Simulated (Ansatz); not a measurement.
Results of BLYP (PAW; Ansatz, a quantum-chemistry and plane-wave program) for bcc Mo.

Numerical settings: plane-wave cutoff 520 eV, 28×28×28 k mesh, Fermi–Dirac smearing 0.078 eV (set by the program), no spin polarisation, scalar-relativistic PAW data made under PBE.

Computed at the level's own relaxed cell.

Hill averages of the elastic tensor: K = 233.6 GPa, G = 97.1 GPa. Volume 16.408 Å³/atom, mean atomic mass 95.940 u.

Question: Work out the density, the sound velocities of a polycrystal and the elastic Debye temperature, and Pugh's ratio at this level.

Answer: ρ = 1.66054 × 95.940/16.408 = 9.709 g/cm³. v_l = √[(K + 4G/3)/ρ] = 6.115 km/s and v_t = √(G/ρ) = 3.162 km/s. The mean follows from 3/v_m³ = 1/v_l³ + 2/v_t³: v_m = 3.540 km/s. Θ_D = (ħ/k_B) v_m (6π²/V)^(1/3) = 76.38 K Å s/km × 3.540 × 1.5339 Å⁻¹ = 415 K, counting all atoms of the cell. K/G = 2.41, to be set beside Pugh's rough bound of 1.75 between brittle and ductile metals.

Note: shear constants of such metals converge slowly with the k mesh.
